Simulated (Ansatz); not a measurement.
# H₃O (doublet): wB97M-V, B2PLYP, RPA-PBE over a scan of the distance O1–H3 along a hydrogen transfer, cc-pVDZ

How well do these functionals follow the top wave-function level for H₃O (doublet) over a scan of the distance O1–H3 along a hydrogen transfer?

Program: Ansatz 0.2.0, Gaussian basis. Level of theory: cc-pVDZ, all electrons in the functionals, frozen cores in the correlation of double hybrids and RPA. These are calculated values, not measurements.

To be run: wB97M-V, B2PLYP, RPA-PBE, at 0.960 Å; 1.028 Å; 1.165 Å; 1.302 Å; 1.439 Å.

## 1. The geometry

The geometry derives from fragments relaxed apart (PBE0/def2-TZVP) and kept rigid, so it is no stationary point. A hydrogen atom is moved between rigid fragments.

4 atoms, charge 0, spin multiplicity 2.

Atoms are counted from 1 here; the program's logs count them from 0.

Bond lengths: O1–H2 0.960 Å, O1–H3 0.960 Å. Angles: H2–O1–H3 105.1°.

No dispersion term is added; wB97M-V holds VV10 nonlocal correlation.

The geometry shown and the zero of energy belong to the point 0.960 Å. The yardstick, UCCSDTQ, and other wave-function levels (R restricted, U unrestricted, valence and pair active spaces) come from earlier runs.

## 2. wB97M-V, 0.960 Å

Contents of in.yaml:

```yaml
crystal:
  periodic: [false, false, false]
  atoms:
    - {symbol: O, position_ang: [-0.153349, -0.049094, 0.000000]}
    - {symbol: H, position_ang: [-0.402659, 0.877481, 0.000000]}
    - {symbol: H, position_ang: [0.806180, -0.049094, 0.000000]}
    - {symbol: H, position_ang: [2.030651, -0.049094, 0.000000]}
basis:
  gaussian: {orbitals: cc-pVDZ}
magnetization: {spin_polarized: true, initial_magnetization: 1}
hamiltonian: {xc: {name: wB97M-V}}
output: {orbitals: {seedname: orbitals}}
```

On the command line:

```console
$ ansatz run in.yaml --threads 1 --pin off --events-out ev --progress --plain --max-ram 2816MiB --backend cpu
```

What it wrote (excerpt; [...] marks lines left out):

```text
Functional definition: wB97M-V
  name "wB97M-V"
  cite "Mardirossian & Head-Gordon, J. Chem. Phys. 144, 214110 (2016) doi:10.1063/1.4952647"
  cite "Becke, J. Chem. Phys. 107, 8554 (1997) doi:10.1063/1.475007"
  cite "Vydrov & Van Voorhis, J. Chem. Phys. 133, 244103 (2010) doi:10.1063/1.3521275"
  # Of w^i u^j: cxij and so on, Table III.
[...]
  gx(w, u) = 1 - cx + cx01*u + cx10*w
  gss(w, u) = css00 + css04*u^4 + css10*w + css20*w^2 + css43*w^4*u^3
  gos(w, u) = cos00 + cos10*w + (cos20 + cos21*u)*w^2 + (cos60 + cos61*u)*w^6
[...]
      + integral(e_c_pw_mod_opposite_spin*gos(b97_w_opposite, b97_u_opposite)) + vv10(b, c)
258 factors; integrals over basis functions are off by at most 1.4e-3 eV
85 factors; integrals over basis functions are off by at most 1.8e-5 eV
[...]
mean field -2091.74639841 eV, -76.8702623051 hartree, gradient 2.3e-5 eV, S^2 0.751958; 0 other end points of the search recorded, 0 dependent functions left out
reference -2091.74642155 eV, -76.8702631554 hartree; 6, 5 occupied and 23, 24 virtual orbitals, 258 factors
Total energy: -2091.74642155 eV, -76.8702631554 hartree
```

It took 1.2 s on 1 thread of AMD EPYC 7R13, shared host.

From the report: ⟨S²⟩ of the determinant 0.752 (pure doublet: 0.75).

## 3. wB97M-V, 1.028 Å

Contents of in.yaml:

```yaml
crystal:
  periodic: [false, false, false]
  atoms:
    - {symbol: O, position_ang: [-0.156977, -0.049094, 0.000000]}
    - {symbol: H, position_ang: [-0.406287, 0.877481, 0.000000]}
    - {symbol: H, position_ang: [0.871023, -0.049094, 0.000000]}
    - {symbol: H, position_ang: [2.027023, -0.049094, 0.000000]}
basis:
  gaussian: {orbitals: cc-pVDZ}
magnetization: {spin_polarized: true, initial_magnetization: 1}
hamiltonian: {xc: {name: wB97M-V}}
output: {forces: true, orbitals: {seedname: orbitals}}
```

The command is unchanged.

What it wrote (excerpt; [...] marks lines left out):

```text
Functional definition: wB97M-V
  name "wB97M-V"
  cite "Mardirossian & Head-Gordon, J. Chem. Phys. 144, 214110 (2016) doi:10.1063/1.4952647"
  cite "Becke, J. Chem. Phys. 107, 8554 (1997) doi:10.1063/1.475007"
  cite "Vydrov & Van Voorhis, J. Chem. Phys. 133, 244103 (2010) doi:10.1063/1.3521275"
  # Of w^i u^j: cxij and so on, Table III.
[...]
  gx(w, u) = 1 - cx + cx01*u + cx10*w
  gss(w, u) = css00 + css04*u^4 + css10*w + css20*w^2 + css43*w^4*u^3
  gos(w, u) = cos00 + cos10*w + (cos20 + cos21*u)*w^2 + (cos60 + cos61*u)*w^6
[...]
      + integral(e_c_pw_mod_opposite_spin*gos(b97_w_opposite, b97_u_opposite)) + vv10(b, c)
259 factors; integrals over basis functions are off by at most 1.5e-3 eV
85 factors; integrals over basis functions are off by at most 1.5e-5 eV
[...]
mean field -2091.71425246 eV, -76.8690809631 hartree, gradient 3.1e-5 eV, S^2 0.753563; 0 other end points of the search recorded, 0 dependent functions left out
[...]
reference -2091.71427567 eV, -76.8690818161 hartree; 6, 5 occupied and 23, 24 virtual orbitals, 259 factors
Total energy: -2091.71427567 eV, -76.8690818161 hartree
Atom 0 at    -0.156977    -0.049094     0.000000 Å, force     0.578827    -0.701459    -0.000000 eV/Å
Atom 1 at    -0.406287     0.877481     0.000000 Å, force     0.148180     0.540870     0.000000 eV/Å
Atom 2 at     0.871023    -0.049094     0.000000 Å, force    -1.428061     0.067972     0.000000 eV/Å
Atom 3 at     2.027023    -0.049094     0.000000 Å, force     0.701054     0.092617    -0.000000 eV/Å
Dipole moment:     0.197379     0.311081     0.000000 e Å
```

Wall time 1.3 s (1 thread of AMD EPYC 7R13, shared host).

From the report: ⟨S²⟩ of the determinant 0.754 (pure doublet: 0.75).

From 0.960 Å: +3.1 kJ/mol.

## 4. wB97M-V, 1.165 Å

Contents of in.yaml:

```yaml
crystal:
  periodic: [false, false, false]
  atoms:
    - {symbol: O, position_ang: [-0.164236, -0.049094, 0.000000]}
    - {symbol: H, position_ang: [-0.413546, 0.877481, 0.000000]}
    - {symbol: H, position_ang: [1.000764, -0.049094, 0.000000]}
    - {symbol: H, position_ang: [2.019764, -0.049094, 0.000000]}
basis:
  gaussian: {orbitals: cc-pVDZ}
magnetization: {spin_polarized: true, initial_magnetization: 1}
hamiltonian: {xc: {name: wB97M-V}}
output: {forces: true, orbitals: {seedname: orbitals}}
```

Launched as before.

What it wrote (excerpt; [...] marks lines left out):

```text
Functional definition: wB97M-V
  name "wB97M-V"
  cite "Mardirossian & Head-Gordon, J. Chem. Phys. 144, 214110 (2016) doi:10.1063/1.4952647"
  cite "Becke, J. Chem. Phys. 107, 8554 (1997) doi:10.1063/1.475007"
  cite "Vydrov & Van Voorhis, J. Chem. Phys. 133, 244103 (2010) doi:10.1063/1.3521275"
  # Of w^i u^j: cxij and so on, Table III.
[...]
  gx(w, u) = 1 - cx + cx01*u + cx10*w
  gss(w, u) = css00 + css04*u^4 + css10*w + css20*w^2 + css43*w^4*u^3
  gos(w, u) = cos00 + cos10*w + (cos20 + cos21*u)*w^2 + (cos60 + cos61*u)*w^6
[...]
      + integral(e_c_pw_mod_opposite_spin*gos(b97_w_opposite, b97_u_opposite)) + vv10(b, c)
259 factors; integrals over basis functions are off by at most 1.7e-3 eV
85 factors; integrals over basis functions are off by at most 1.4e-5 eV
[...]
mean field -2091.44460717 eV, -76.8591716814 hartree, gradient 5.1e-5 eV, S^2 0.758668; 0 other end points of the search recorded, 0 dependent functions left out
[...]
reference -2091.44463053 eV, -76.8591725399 hartree; 6, 5 occupied and 23, 24 virtual orbitals, 259 factors
Total energy: -2091.44463053 eV, -76.8591725399 hartree
Atom 0 at    -0.164236    -0.049094     0.000000 Å, force     1.619268    -0.959961    -0.000000 eV/Å
Atom 1 at    -0.413546     0.877481     0.000000 Å, force     0.191219     0.768466     0.000000 eV/Å
Atom 2 at     1.000764    -0.049094     0.000000 Å, force    -1.806508     0.048541     0.000000 eV/Å
Atom 3 at     2.019764    -0.049094     0.000000 Å, force    -0.003979     0.142954     0.000000 eV/Å
Dipole moment:     0.140106     0.310163    -0.000000 e Å
```

Run time: 1.2 s. Hardware: 1 thread of AMD EPYC 7R13, shared host.

From the report: ⟨S²⟩ of the determinant 0.759 (pure doublet: 0.75).

From 0.960 Å: +29.1 kJ/mol.

## 5. wB97M-V, 1.302 Å

Contents of in.yaml:

```yaml
crystal:
  periodic: [false, false, false]
  atoms:
    - {symbol: O, position_ang: [-0.171495, -0.049094, 0.000000]}
    - {symbol: H, position_ang: [-0.420805, 0.877481, 0.000000]}
    - {symbol: H, position_ang: [1.130505, -0.049094, 0.000000]}
    - {symbol: H, position_ang: [2.012505, -0.049094, 0.000000]}
basis:
  gaussian: {orbitals: cc-pVDZ}
magnetization: {spin_polarized: true, initial_magnetization: 1}
hamiltonian: {xc: {name: wB97M-V}}
output: {orbitals: {seedname: orbitals}}
```

Launched as before.

What it wrote (excerpt; [...] marks lines left out):

```text
Functional definition: wB97M-V
  name "wB97M-V"
  cite "Mardirossian & Head-Gordon, J. Chem. Phys. 144, 214110 (2016) doi:10.1063/1.4952647"
  cite "Becke, J. Chem. Phys. 107, 8554 (1997) doi:10.1063/1.475007"
  cite "Vydrov & Van Voorhis, J. Chem. Phys. 133, 244103 (2010) doi:10.1063/1.3521275"
  # Of w^i u^j: cxij and so on, Table III.
[...]
  gx(w, u) = 1 - cx + cx01*u + cx10*w
  gss(w, u) = css00 + css04*u^4 + css10*w + css20*w^2 + css43*w^4*u^3
  gos(w, u) = cos00 + cos10*w + (cos20 + cos21*u)*w^2 + (cos60 + cos61*u)*w^6
[...]
      + integral(e_c_pw_mod_opposite_spin*gos(b97_w_opposite, b97_u_opposite)) + vv10(b, c)
258 factors; integrals over basis functions are off by at most 1.4e-3 eV
85 factors; integrals over basis functions are off by at most 1.6e-5 eV
[...]
mean field -2091.31042233 eV, -76.8542404796 hartree, gradient 1.9e-5 eV, S^2 0.759051; 1 other end points of the search recorded, 0 dependent functions left out
reference -2091.31044578 eV, -76.8542413413 hartree; 6, 5 occupied and 23, 24 virtual orbitals, 258 factors
Total energy: -2091.31044578 eV, -76.8542413413 hartree
```

Wall time 1.4 s (1 thread of AMD EPYC 7R13, shared host).

From the report: ⟨S²⟩ of the determinant 0.759 (pure doublet: 0.75).

From 0.960 Å: +42.1 kJ/mol.

## 6. wB97M-V, 1.439 Å

Contents of in.yaml:

```yaml
crystal:
  periodic: [false, false, false]
  atoms:
    - {symbol: O, position_ang: [-0.178754, -0.049094, 0.000000]}
    - {symbol: H, position_ang: [-0.428064, 0.877481, 0.000000]}
    - {symbol: H, position_ang: [1.260246, -0.049094, 0.000000]}
    - {symbol: H, position_ang: [2.005246, -0.049094, 0.000000]}
basis:
  gaussian: {orbitals: cc-pVDZ}
magnetization: {spin_polarized: true, initial_magnetization: 1}
hamiltonian: {xc: {name: wB97M-V}}
output: {forces: true, orbitals: {seedname: orbitals}}
```

Same command.

What it wrote (excerpt; [...] marks lines left out):

```text
Functional definition: wB97M-V
  name "wB97M-V"
  cite "Mardirossian & Head-Gordon, J. Chem. Phys. 144, 214110 (2016) doi:10.1063/1.4952647"
  cite "Becke, J. Chem. Phys. 107, 8554 (1997) doi:10.1063/1.475007"
  cite "Vydrov & Van Voorhis, J. Chem. Phys. 133, 244103 (2010) doi:10.1063/1.3521275"
  # Of w^i u^j: cxij and so on, Table III.
[...]
  gx(w, u) = 1 - cx + cx01*u + cx10*w
  gss(w, u) = css00 + css04*u^4 + css10*w + css20*w^2 + css43*w^4*u^3
  gos(w, u) = cos00 + cos10*w + (cos20 + cos21*u)*w^2 + (cos60 + cos61*u)*w^6
[...]
      + integral(e_c_pw_mod_opposite_spin*gos(b97_w_opposite, b97_u_opposite)) + vv10(b, c)
257 factors; integrals over basis functions are off by at most 1.5e-3 eV
85 factors; integrals over basis functions are off by at most 1.3e-5 eV
[...]
mean field -2091.24913835 eV, -76.8519883348 hartree, gradient 1.2e-5 eV, S^2 0.754770; 1 other end points of the search recorded, 0 dependent functions left out
[...]
reference -2091.24916168 eV, -76.8519891922 hartree; 6, 5 occupied and 23, 24 virtual orbitals, 257 factors
Total energy: -2091.24916168 eV, -76.8519891922 hartree
Atom 0 at    -0.178754    -0.049094     0.000000 Å, force    -0.571943    -1.108920     0.000000 eV/Å
Atom 1 at    -0.428064     0.877481     0.000000 Å, force    -0.042157     1.053736    -0.000000 eV/Å
Atom 2 at     1.260246    -0.049094     0.000000 Å, force    -1.403532    -0.138417     0.000000 eV/Å
Atom 3 at     2.005246    -0.049094     0.000000 Å, force     2.017632     0.193601     0.000000 eV/Å
Dipole moment:    -0.026753     0.316780    -0.000000 e Å
```

Wall time 1.7 s (1 thread of AMD EPYC 7R13, shared host).

From the report: ⟨S²⟩ of the determinant 0.755 (pure doublet: 0.75).

From 0.960 Å: +48.0 kJ/mol.

## 7. B2PLYP, 0.960 Å

Contents of in.yaml:

```yaml
crystal:
  periodic: [false, false, false]
  atoms:
    - {symbol: O, position_ang: [-0.153349, -0.049094, 0.000000]}
    - {symbol: H, position_ang: [-0.402659, 0.877481, 0.000000]}
    - {symbol: H, position_ang: [0.806180, -0.049094, 0.000000]}
    - {symbol: H, position_ang: [2.030651, -0.049094, 0.000000]}
basis:
  gaussian: {orbitals: cc-pVDZ}
magnetization: {spin_polarized: true, initial_magnetization: 1}
hamiltonian: {xc: {name: B2PLYP}}
correlation: {electrons: outside_noble_gas}
```

Same command.

What it wrote (excerpt; [...] marks lines left out):

```text
Functional definition: B2PLYP
  name "B2PLYP"
  cite "Grimme, J. Chem. Phys. 124, 034108 (2006) doi:10.1063/1.2148954"
  cite "Becke, Phys. Rev. A 38, 3098 (1988) doi:10.1103/PhysRevA.38.3098"
  cite "Lee, Yang & Parr, Phys. Rev. B 37, 785 (1988) doi:10.1103/PhysRevB.37.785"
[...]
258 factors; integrals over basis functions are off by at most 1.4e-3 eV
[...]
mean field -2089.16946935 eV, -76.7755619085 hartree, gradient 1.9e-6 eV, S^2 0.753771; 0 other end points of the search recorded, 0 dependent functions left out
1 core orbitals not correlated: weight in the atoms' cores, before any rotation towards them, 1.000 or more for the frozen orbitals, at most 0.000 for the correlated occupied ones
reference -2089.16956576 eV, -76.7755654519 hartree; 5, 4 occupied and 23, 24 virtual orbitals, 258 factors
second order -6.70949597 eV of doubles, -0.00000000 eV of singles
Total energy: -2090.98112968 eV, -76.8421391977 hartree
```

It took 0.42 s on 1 thread of AMD EPYC 7R13, shared host.

From the report: ⟨S²⟩ of the determinant 0.754 (pure doublet: 0.75).

## 8. B2PLYP, 1.028 Å

Contents of in.yaml:

```yaml
crystal:
  periodic: [false, false, false]
  atoms:
    - {symbol: O, position_ang: [-0.156977, -0.049094, 0.000000]}
    - {symbol: H, position_ang: [-0.406287, 0.877481, 0.000000]}
    - {symbol: H, position_ang: [0.871023, -0.049094, 0.000000]}
    - {symbol: H, position_ang: [2.027023, -0.049094, 0.000000]}
basis:
  gaussian: {orbitals: cc-pVDZ}
magnetization: {spin_polarized: true, initial_magnetization: 1}
hamiltonian: {xc: {name: B2PLYP}}
correlation: {electrons: outside_noble_gas}
```

Launched as before.

What it wrote (excerpt; [...] marks lines left out):

```text
Functional definition: B2PLYP
  name "B2PLYP"
  cite "Grimme, J. Chem. Phys. 124, 034108 (2006) doi:10.1063/1.2148954"
  cite "Becke, Phys. Rev. A 38, 3098 (1988) doi:10.1103/PhysRevA.38.3098"
  cite "Lee, Yang & Parr, Phys. Rev. B 37, 785 (1988) doi:10.1103/PhysRevB.37.785"
[...]
259 factors; integrals over basis functions are off by at most 1.5e-3 eV
[...]
mean field -2089.09693714 eV, -76.7728963991 hartree, gradient 1.1e-6 eV, S^2 0.757514; 0 other end points of the search recorded, 0 dependent functions left out
1 core orbitals not correlated: weight in the atoms' cores, before any rotation towards them, 1.000 or more for the frozen orbitals, at most 0.000 for the correlated occupied ones
reference -2089.09703289 eV, -76.7728999180 hartree; 5, 4 occupied and 23, 24 virtual orbitals, 259 factors
second order -6.83277283 eV of doubles, -0.00000000 eV of singles
Total energy: -2090.94188156 eV, -76.8406968560 hartree
```

Wall time 0.43 s (1 thread of AMD EPYC 7R13, shared host).

From the report: ⟨S²⟩ of the determinant 0.758 (pure doublet: 0.75).

From 0.960 Å: +3.8 kJ/mol.

## 9. B2PLYP, 1.165 Å

Contents of in.yaml:

```yaml
crystal:
  periodic: [false, false, false]
  atoms:
    - {symbol: O, position_ang: [-0.164236, -0.049094, 0.000000]}
    - {symbol: H, position_ang: [-0.413546, 0.877481, 0.000000]}
    - {symbol: H, position_ang: [1.000764, -0.049094, 0.000000]}
    - {symbol: H, position_ang: [2.019764, -0.049094, 0.000000]}
basis:
  gaussian: {orbitals: cc-pVDZ}
magnetization: {spin_polarized: true, initial_magnetization: 1}
hamiltonian: {xc: {name: B2PLYP}}
correlation: {electrons: outside_noble_gas}
```

Same command.

What it wrote (excerpt; [...] marks lines left out):

```text
Functional definition: B2PLYP
  name "B2PLYP"
  cite "Grimme, J. Chem. Phys. 124, 034108 (2006) doi:10.1063/1.2148954"
  cite "Becke, Phys. Rev. A 38, 3098 (1988) doi:10.1103/PhysRevA.38.3098"
  cite "Lee, Yang & Parr, Phys. Rev. B 37, 785 (1988) doi:10.1103/PhysRevB.37.785"
[...]
259 factors; integrals over basis functions are off by at most 1.7e-3 eV
[...]
mean field -2088.78987398 eV, -76.7616120362 hartree, gradient 3.3e-6 eV, S^2 0.771353; 0 other end points of the search recorded, 0 dependent functions left out
1 core orbitals not correlated: weight in the atoms' cores, before any rotation towards them, 1.000 or more for the frozen orbitals, at most 0.000 for the correlated occupied ones
reference -2088.78996729 eV, -76.7616154652 hartree; 5, 4 occupied and 23, 24 virtual orbitals, 259 factors
second order -6.89504198 eV of doubles, -0.00000000 eV of singles
Total energy: -2090.65162862 eV, -76.8300302574 hartree
```

Wall time 0.4 s (1 thread of AMD EPYC 7R13, shared host).

From the report: ⟨S²⟩ of the determinant 0.771 (pure doublet: 0.75).

From 0.960 Å: +31.8 kJ/mol.

## 10. B2PLYP, 1.302 Å

Contents of in.yaml:

```yaml
crystal:
  periodic: [false, false, false]
  atoms:
    - {symbol: O, position_ang: [-0.171495, -0.049094, 0.000000]}
    - {symbol: H, position_ang: [-0.420805, 0.877481, 0.000000]}
    - {symbol: H, position_ang: [1.130505, -0.049094, 0.000000]}
    - {symbol: H, position_ang: [2.012505, -0.049094, 0.000000]}
basis:
  gaussian: {orbitals: cc-pVDZ}
magnetization: {spin_polarized: true, initial_magnetization: 1}
hamiltonian: {xc: {name: B2PLYP}}
correlation: {electrons: outside_noble_gas}
```

The command is unchanged.

What it wrote (excerpt; [...] marks lines left out):

```text
Functional definition: B2PLYP
  name "B2PLYP"
  cite "Grimme, J. Chem. Phys. 124, 034108 (2006) doi:10.1063/1.2148954"
  cite "Becke, Phys. Rev. A 38, 3098 (1988) doi:10.1103/PhysRevA.38.3098"
  cite "Lee, Yang & Parr, Phys. Rev. B 37, 785 (1988) doi:10.1103/PhysRevB.37.785"
[...]
258 factors; integrals over basis functions are off by at most 1.4e-3 eV
[...]
mean field -2088.73151644 eV, -76.7594674363 hartree, gradient 1.6e-6 eV, S^2 0.771058; 2 other end points of the search recorded, 0 dependent functions left out
1 core orbitals not correlated: weight in the atoms' cores, before any rotation towards them, 1.000 or more for the frozen orbitals, at most 0.000 for the correlated occupied ones
reference -2088.73160562 eV, -76.7594707135 hartree; 5, 4 occupied and 23, 24 virtual orbitals, 258 factors
second order -6.56183623 eV of doubles, -0.00000000 eV of singles
Total energy: -2090.50330141 eV, -76.8245793326 hartree
```

Wall time 0.48 s (1 thread of AMD EPYC 7R13, shared host).

From the report: ⟨S²⟩ of the determinant 0.771 (pure doublet: 0.75).

From 0.960 Å: +46.1 kJ/mol.

## 11. B2PLYP, 1.439 Å

Contents of in.yaml:

```yaml
crystal:
  periodic: [false, false, false]
  atoms:
    - {symbol: O, position_ang: [-0.178754, -0.049094, 0.000000]}
    - {symbol: H, position_ang: [-0.428064, 0.877481, 0.000000]}
    - {symbol: H, position_ang: [1.260246, -0.049094, 0.000000]}
    - {symbol: H, position_ang: [2.005246, -0.049094, 0.000000]}
basis:
  gaussian: {orbitals: cc-pVDZ}
magnetization: {spin_polarized: true, initial_magnetization: 1}
hamiltonian: {xc: {name: B2PLYP}}
correlation: {electrons: outside_noble_gas}
```

The command is unchanged.

What it wrote (excerpt; [...] marks lines left out):

```text
Functional definition: B2PLYP
  name "B2PLYP"
  cite "Grimme, J. Chem. Phys. 124, 034108 (2006) doi:10.1063/1.2148954"
  cite "Becke, Phys. Rev. A 38, 3098 (1988) doi:10.1103/PhysRevA.38.3098"
  cite "Lee, Yang & Parr, Phys. Rev. B 37, 785 (1988) doi:10.1103/PhysRevB.37.785"
[...]
257 factors; integrals over basis functions are off by at most 1.5e-3 eV
[...]
mean field -2088.79636182 eV, -76.7618504599 hartree, gradient 5.0e-6 eV, S^2 0.759382; 2 other end points of the search recorded, 0 dependent functions left out
1 core orbitals not correlated: weight in the atoms' cores, before any rotation towards them, 1.000 or more for the frozen orbitals, at most 0.000 for the correlated occupied ones
reference -2088.79644582 eV, -76.7618535468 hartree; 5, 4 occupied and 23, 24 virtual orbitals, 257 factors
second order -6.16048163 eV of doubles, -0.00000000 eV of singles
Total energy: -2090.45977586 eV, -76.8229797983 hartree
```

Wall time 0.55 s (1 thread of AMD EPYC 7R13, shared host).

From the report: ⟨S²⟩ of the determinant 0.759 (pure doublet: 0.75).

From 0.960 Å: +50.3 kJ/mol.

## 12. RPA-PBE, 0.960 Å

Contents of in.yaml:

```yaml
crystal:
  periodic: [false, false, false]
  atoms:
    - {symbol: O, position_ang: [-0.153349, -0.049094, 0.000000]}
    - {symbol: H, position_ang: [-0.402659, 0.877481, 0.000000]}
    - {symbol: H, position_ang: [0.806180, -0.049094, 0.000000]}
    - {symbol: H, position_ang: [2.030651, -0.049094, 0.000000]}
basis:
  gaussian: {orbitals: cc-pVDZ}
magnetization: {spin_polarized: true, initial_magnetization: 1}
hamiltonian: {xc: {name: PBE}}
correlation: {method: rpa, electrons: outside_noble_gas}
```

Same command.

What it wrote (excerpt; [...] marks lines left out):

```text
Functional definition: PBE
  name "PBE"
  cite "Perdew, Burke & Ernzerhof, Phys. Rev. Lett. 77, 3865 (1996) doi:10.1103/PhysRevLett.77.3865"
  parent pbe
[...]
258 factors; integrals over basis functions are off by at most 1.4e-3 eV
[...]
mean field -2090.55592133 eV, -76.8265130791 hartree, gradient 2.2e-6 eV, S^2 0.751680; 1 other end points of the search recorded, 0 dependent functions left out
1 core orbitals not correlated: weight in the atoms' cores, before any rotation towards them, 1.000 or more for the frozen orbitals, at most 0.000 for the correlated occupied ones
reference -2081.58734864 eV, -76.4969241118 hartree; 5, 4 occupied and 23, 24 virtual orbitals, 258 factors
Total energy: -2090.57481696 eV, -76.8272074809 hartree
```

Run time: 0.82 s. Hardware: 1 thread of AMD EPYC 7R13, shared host.

From the report: ⟨S²⟩ of the determinant 0.752 (pure doublet: 0.75).

(Part 1 of 2 ends here.)
